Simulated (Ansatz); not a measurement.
`OC1(O)CC1F`, charge 0, multiplicity 1.

**Question.** Give a relaxed structure at PBE0-D4/def2-TZVP (the Gaussian-basis code of Ansatz). (Best estimate.)

**Answer.** Ansatz gave: 
Z-matrix (Å, degrees):
```
C
O 1 1.381
C 1 1.498 2 120.0
O 1 1.376 2 115.6 3 145.3
C 1 1.484 2 114.9 3 -69.1
H 2 0.964 1 107.9 3 -78.5
H 3 1.083 1 115.8 2 150.3
H 3 1.083 1 119.1 2 3.2
H 4 0.964 1 108.3 2 72.8
F 5 1.359 1 118.1 2 -140.3
H 5 1.084 1 119.1 2 2.4
```
This is one stationary point; other conformers may exist.
